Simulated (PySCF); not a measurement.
## Potential energy of S₂⁺ along the bond

Set-up: S 3-21G; no relativity (PySCF 2.14). Energies in eV from S⁺ + S in their ground configurations at the same level. All curves are PBE0. state 1: ²Πg (doublet), unpaired electrons π ↑; state 2: ⁴Πu (quartet), unpaired electrons π ↑↑↑, a second solution, started from another occupation; state 3: Ms = 0.5 determinant of mixed spin (⟨S²⟩ near 1.8), unpaired electrons π ↑↑↓, a mixture of terms (⟨Lz²⟩ = 3.0), a second solution, started from another occupation; state 4: sextet, unpaired electrons σ ↑, π ↑↑↑↑, a second solution, started from another occupation.

```tsv
R (Å)	state 1	state 2	state 3	state 4
1.701	-1.471	2.226	2.784	12.1844
1.780	-2.281	0.727	1.280	9.3067
1.859	-2.709	-0.318	0.231	6.9842
1.919	-2.853	-0.881	-0.335	5.5347
1.978	-2.885	-1.298	-0.754	4.2979
2.037	-2.834	-1.598	-1.056	3.2415
2.116	-2.669	-1.856	-1.318	2.0709
2.215	-2.357	-2.004	-1.469	0.9304
2.334	-1.885	-1.997	-1.465	-0.0619
2.492	-1.175	-1.782	-1.254	-0.9110
```

Task: Put a parabola through the three lowest points of the state 1 curve and estimate Re, k and ωe (reduced mass 15.99 u; 1 eV/Å² = 0.16022 mdyn/Å; ωe = 1302.8·√(k/μ) cm⁻¹).

Result: Through R = 1.919, 1.978, 2.037 Å the second-order coefficient is 11.9 eV/Å², so Re ≈ 1.971 Å, k ≈ 3.82 mdyn/Å and ωe ≈ 637 cm⁻¹. A polynomial fit of higher order to the unrounded PBE0 energies gives Re = 1.969 Å, k = 3.96 mdyn/Å, ωe = 649 cm⁻¹; anharmonicity and rounding make the difference.

The higher-order fit for each curve: state 1: Re = 1.969 Å, ωe = 649 cm⁻¹, De = 2.89 eV; state 2: Re = 2.267 Å, ωe = 454 cm⁻¹, minimum 2.02 eV below the ground-state fragments; state 3: Re = 2.270 Å, ωe = 453 cm⁻¹, minimum 1.49 eV below the ground-state fragments. State 4 gave no clean fit.

3-21G is very small, so such numbers show the basis as much as the molecule. The state is the lowest determinant that a PBE0 search found; another state may lie lower at other levels.
